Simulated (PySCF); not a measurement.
## How the method moves the HOMO and LUMO of ClF

ClF.
Structure used (PBE0-D3(BJ)/def2-SVP), in Å, numbered top down from 1:
```
atom  x, y, z in Å
F1    -0.7010    0.3281   -0.1122
Cl2    0.7452   -0.4184    0.1183
```

The species is `FCl` (ClF).

Basis pcSseg-2 throughout (PySCF), one geometry. Geometry: PBE0-D3(BJ)/def2-SVP; no solvent, vibrations or thermal averaging.

How do the orbital energies, the gap and the dipole change with the method?

| method | kind | HOMO (eV) | LUMO (eV) | gap (eV) | μ (D) | SCF cycles |
| --- | --- | --- | --- | --- | --- | --- |
| B97-2 | global hybrid | -9.26 | -3.39 | 5.87 | 1.01 | 12 |
| PBE0 | global hybrid | -9.54 | -3.26 | 6.27 | 1.01 | 12 |
| mPW1PW91 | global hybrid | -9.57 | -3.28 | 6.29 | 1.02 | 11 |
| CAM-B3LYP | range-separated hybrid | -11.03 | -2.03 | 8.99 | 1.12 | 11 |
| BHandHLYP | global hybrid | -11.08 | -1.93 | 9.15 | 1.17 | 11 |
| wB97X-D | range-separated hybrid | -11.48 | -1.32 | 10.16 | 1.04 | 12 |
| LC-wPBE | range-separated hybrid | -12.44 | -0.68 | 11.76 | 1.10 | 12 |

The HOMO spans 3.18 eV, from B97-2 down to LC-wPBE, and the gap runs from 5.87 eV (B97-2) to 11.76 eV (LC-wPBE). Over the methods B97-2 (21 %), PBE0 (25 %), mPW1PW91 (25 %), BHandHLYP (50 %), a straight line through the gap against the share of exact exchange rises by 1.14 eV for each 10 % (correlation coefficient 1.000). The dipole ranges from 1.01 D (B97-2) to 1.17 D (BHandHLYP). This basis has no diffuse functions.

Reference dipole: 0.88 D (measured, gas; NIST CCCBDB Release 22 (SRD 101), experimental dipoles); nearest here: B97-2 (1.01 D) and PBE0 (1.01 D). 

The vertical ΔSCF ionisation energy at CAM-B3LYP/def2-SVPD is 13.03 eV; −ε(HOMO) comes closest to it with LC-wPBE (12.44 eV).
